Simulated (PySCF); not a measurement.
**Partial charges of `Sc1ccsc1`**

Compound: C₄H₄S₂.
Cartesian coordinates in Å at the PBE0-D3(BJ)/def2-SVP level; atoms count from 1:
```
atom  x, y, z in Å
S1     1.9237    1.3175    0.5787
C2     0.5071    0.4316   -0.0019
C3    -0.3880   -0.3169    0.8243
C4    -1.4372   -0.8333    0.1155
S5    -1.3620   -0.3963   -1.5448
C6     0.0991    0.4712   -1.3130
H7     2.5719    0.2543    1.1052
H8    -0.2499   -0.4511    1.8975
H9    -2.2641   -1.4384    0.4853
H10    0.5994    0.9614   -2.1467
```

Density: PBE0/pcSseg-1 (PySCF); schemes: Mulliken, IAO, Hirshfeld and ESP-fitted. Isolated species at its PBE0-D3(BJ)/def2-SVP geometry (one conformer only).

For which atoms does the sign change between the 4 schemes (beyond +0.03 e in one, beyond −0.03 e in another)?

For none.

Do the Mulliken, IAO, Hirshfeld and ESP-fitted schemes agree on where the charge is highest?

The schemes don't all agree: Mulliken S5 (+0.268); IAO S5 (+0.361); Hirshfeld S5 (+0.111); ESP-fitted H9 (+0.234).

Give the atomic charges in each scheme.

In e:

```
atom                        environment  Mulliken     IAO  Hirshfeld  ESP-fitted
  S1                       thiol sulfur     0.000  -0.009     -0.040      -0.236
  C2        substituted aromatic carbon    -0.322  -0.141     -0.046      +0.025
  C3                 aromatic CH carbon    +0.020  -0.184     -0.079      -0.138
  C4  aromatic CH next to a ring sulfur    -0.279  -0.317     -0.082      -0.295
  S5              thiophene-type sulfur    +0.268  +0.361     +0.111      +0.066
  C6  aromatic CH next to a ring sulfur    -0.209  -0.326     -0.092      -0.181
  H7                       S–H hydrogen    +0.146  +0.097     +0.055      +0.184
  H8                  aromatic hydrogen    +0.097  +0.165     +0.056      +0.152
  H9                  aromatic hydrogen    +0.144  +0.175     +0.059      +0.234
 H10                  aromatic hydrogen    +0.133  +0.180     +0.057      +0.189
```

Mean size of the charges over all atoms: IAO 0.196 e, ESP-fitted 0.170 e, Mulliken 0.162 e, Hirshfeld 0.068 e. Each set sums to the total charge, 0, to within 0.001 e. The Hirshfeld scheme weights the molecular density at each point by an atom's share of the summed free-atom densities. The Mulliken scheme gives each basis function's population to the atom it is centred on and halves the overlap population of two atoms between them.

How many electrons does the IAO scheme count on C4?

Z − q = 6 − (-0.317) = 6.317.

How closely do the schemes follow one another over all atoms?

Correlation coefficient and root-mean-square difference: IAO with Hirshfeld 0.97, 0.154 e; Mulliken with IAO 0.88, 0.104 e; Mulliken with Hirshfeld 0.84, 0.137 e; Hirshfeld with ESP-fitted 0.84, 0.133 e; IAO with ESP-fitted 0.77, 0.142 e; Mulliken with ESP-fitted 0.64, 0.161 e.
